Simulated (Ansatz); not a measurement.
# CH₅OSi radical: basis-set convergence

The task here is to estimate one member of a computed series from the others.

Computed with Ansatz 0.2.0, Gaussian basis. Level: one geometry, several basis sets.

Levels to be run: PBE0-D4/def2-SVP; ωB97M-V/def2-SVP; PBE0-D4/def2-QZVPP; ωB97M-V/def2-QZVPP; CCSD(T)/cc-pV(D+d)Z; CCSD(T)/cc-pV(T+d)Z; CCSD(T)/cc-pV(Q+d)Z; the functionals' def2-TZVPP values are taken from earlier runs.

**The relaxed structure**

The geometry comes from an earlier relaxation with PBE0-D4 in a triple-zeta def2 set; it is a stationary point, not always the lowest conformer.

SMILES `C[SiH]O`, 8 atoms, charge 0, spin multiplicity 2.

Atoms are counted from 1 here; the program's logs count them from 0.

Bond lengths: C1–Si2 1.864 Å, C1–H4 1.092 Å, C1–H5 1.092 Å, C1–H6 1.094 Å, Si2–O3 1.657 Å, Si2–H7 1.502 Å, O3–H8 0.958 Å. Angles: Si2–C1–H4 111.0°, Si2–C1–H5 110.4°, Si2–C1–H6 110.1°, H4–C1–H5 108.4°, H4–C1–H6 108.4°, H5–C1–H6 108.5°, C1–Si2–O3 106.3°, C1–Si2–H7 111.0°, O3–Si2–H7 110.1°, Si2–O3–H8 117.0°.

The first run:

in.yaml

```yaml
crystal:
  periodic: [false, false, false]
  atoms:
    - {symbol: C, position_ang: [-0.688173, 0.901808, -0.099435]}
    - {symbol: Si, position_ang: [0.670253, -0.323380, -0.458406]}
    - {symbol: O, position_ang: [0.201247, -1.753585, 0.234573]}
    - {symbol: H, position_ang: [-1.628569, 0.588986, -0.557053]}
    - {symbol: H, position_ang: [-0.424666, 1.886959, -0.490927]}
    - {symbol: H, position_ang: [-0.841617, 0.986408, 0.980724]}
    - {symbol: H, position_ang: [1.974607, 0.132858, 0.129395]}
    - {symbol: H, position_ang: [0.828917, -2.477152, 0.205428]}
basis:
  gaussian: {orbitals: def2-SVP}
magnetization: {spin_polarized: true, initial_magnetization: 1}
hamiltonian: {xc: pbe0, dispersion: d4}
output: {orbitals: {seedname: orbitals}}
```

Launch:

```
ansatz run in.yaml --threads 2 --pin off --events-out ev --progress --plain --max-ram 32768MiB --backend cpu
```

Steps of the session up to this table: PBE0-D4 in def2-SVP; ωB97M-V in def2-SVP; PBE0-D4 in def2-QZVPP; ωB97M-V in def2-QZVPP.

One of the session's tables, all rows but one given; the rest of the session is left out.

It belongs to the step «Density functionals: the series». 

```
functional       basis  HOMO (eV)  LUMO (eV)
   PBE0-D4    def2-SVP          ?          ?
   PBE0-D4  def2-TZVPP      -5.50      -1.67
   PBE0-D4  def2-QZVPP      -5.54      -1.74
   ωB97M-V    def2-SVP      -7.14       0.06
   ωB97M-V  def2-TZVPP      -7.27      -0.10
   ωB97M-V  def2-QZVPP      -7.32      -0.22
```

Q: Estimate the row for PBE0-D4, def2-SVP from the others.

The run gave: HOMO (eV): -5.39; LUMO (eV): -1.60. In the column «HOMO (eV)» it is the highest.
